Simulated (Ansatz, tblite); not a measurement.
# BH2(vinyl) (C₂H₅B): rung by rung

One table from this session's results is given with a row withheld; the runs are named, their logs left out.

Method: as each input shows; program: Ansatz 0.2.0, Gaussian basis.

Levels to be run: GFN1-xTB, GFN2-xTB, PBE-D4/def2-TZVP, r2SCAN-D4/def2-TZVP, HF/def2-TZVP, ωB97M-V/def2-TZVP, r2SCAN0-D4/def2-TZVP, PBE-QIDH/def2-TZVP, revPBE-D4/def2-TZVP, CAM-B3LYP-D4/def2-TZVP, HSE06-D4/def2-TZVP, PBE-D4/def2-SVP, PBE0-D4/def2-SVP, HF/6-31G, B3LYP-D4/6-31G, PBE0-D4/def2-TZVPD, PBE-D4/def2-TZVPD, r2SCAN-D4/def2-TZVPD, CCSD(T)/def2-TZVPP, MP2/def2-TZVP, RPA/def2-TZVP, CCSD(T)/def2-TZVPD.

## The geometry

The geometry is that of the singlet, from an earlier relaxation (r2SCAN-D4/def2-TZVP).

8 atoms, charge 0, spin multiplicity 1.

Bond lengths: B1–H2 1.196 Å, B1–H3 1.198 Å, B1–C4 1.535 Å, C4–C5 1.343 Å, C4–H6 1.090 Å, C5–H7 1.087 Å, C5–H8 1.088 Å. Angles: H2–B1–H3 119.4°, H2–B1–C4 121.8°, H3–B1–C4 118.8°, B1–C4–C5 120.8°, B1–C4–H6 121.7°, C5–C4–H6 117.5°, C4–C5–H7 120.5°, C4–C5–H8 123.1°, H7–C5–H8 116.5°.

PBE0-D4/def2-TZVP was run before; its log isn't repeated, and its numbers join the tables.

Set-up of the first run:

Tight binding, by tblite at 300 K electronic temperature and without a spin-polarisation term:

```python
tblite.interface.Calculator('GFN1-xTB', numbers, positions, charge=0, uhf=0).singlepoint()
```

Tight binding, by tblite at 300 K electronic temperature and without a spin-polarisation term:

```python
tblite.interface.Calculator('GFN2-xTB', numbers, positions, charge=0, uhf=0).singlepoint()
```

start.molden holds the orbitals of an earlier run on this state, given as this run's starting guess.

The input, in.yaml:

```yaml
crystal:
  periodic: [false, false, false]
  atoms:
    - {symbol: B, position_ang: [0.672002, 1.022480, -0.403577]}
    - {symbol: H, position_ang: [1.360536, 1.401650, -1.304602]}
    - {symbol: H, position_ang: [0.450162, 1.756442, 0.516333]}
    - {symbol: C, position_ang: [0.060615, -0.385896, -0.389996]}
    - {symbol: C, position_ang: [-0.707476, -0.792956, 0.633576]}
    - {symbol: H, position_ang: [0.230598, -1.091578, -1.202585]}
    - {symbol: H, position_ang: [-0.908573, -0.128433, 1.469935]}
    - {symbol: H, position_ang: [-1.157844, -1.781709, 0.680927]}
basis:
  gaussian: {orbitals: def2-TZVP, initial_orbitals: start.molden}
hamiltonian: {xc: pbe, dispersion: d4}
scf: {omitted_lower_state_checks: [starts]}
output: {orbitals: {seedname: orbitals}}
```

The run is started by

```console
$ ansatz run in.yaml --threads 4 --pin off --events-out ev --progress --plain --max-ram 3916MiB
```

Among the steps run: PBE-D4/def2-TZVP; r2SCAN-D4/def2-TZVP; HF/def2-TZVP; ωB97M-V/def2-TZVP; r2SCAN0-D4/def2-TZVP; PBE-QIDH/def2-TZVP; revPBE-D4/def2-TZVP; CAM-B3LYP-D4/def2-TZVP; HSE06-D4/def2-TZVP; PBE-D4/def2-SVP; PBE0-D4/def2-SVP; HF/6-31G; B3LYP-D4/6-31G; PBE0-D4/def2-TZVPD; PBE-D4/def2-TZVPD; r2SCAN-D4/def2-TZVPD; CCSD(T)/def2-TZVPP; MP2/def2-TZVP; RPA/def2-TZVP; CCSD(T)/def2-TZVPD.

One of the session's tables, all rows but one given; the rest of the session is left out.

| level | HOMO (eV) | gap (eV) |
| --- | --- | --- |
| HF/6-31G | -10.52 | 12.58 |
| HF/def2-TZVP | -10.62 | 12.17 |
| PBE-D4/def2-SVP | -7.40 | 4.39 |
| PBE-D4/def2-TZVP | -7.47 | 4.36 |
| PBE-D4/def2-TZVPD | -7.48 | 4.36 |
| revPBE-D4/def2-TZVP | -7.39 | 4.39 |
| r2SCAN-D4/def2-TZVP | -7.63 | 4.81 |
| r2SCAN-D4/def2-TZVPD | ? | ? |
| B3LYP-D4/6-31G | -8.00 | 6.07 |
| PBE0-D4/def2-SVP | -8.46 | 6.44 |
| PBE0-D4/def2-TZVP | -8.49 | 6.39 |
| PBE0-D4/def2-TZVPD | -8.50 | 6.38 |
| r2SCAN0-D4/def2-TZVP | -8.62 | 6.68 |
| HSE06-D4/def2-TZVP | -8.09 | 5.61 |
| CAM-B3LYP-D4/def2-TZVP | -9.78 | 8.81 |
| ωB97M-V/def2-TZVP | -10.72 | 10.66 |

Q: Estimate the row for r2SCAN-D4/def2-TZVPD from the others.

The run gave: HOMO (eV): -7.64; gap (eV): 4.80. In the column «HOMO (eV)» it lies between B3LYP-D4/6-31G (-8.00) and r2SCAN-D4/def2-TZVP (-7.63).
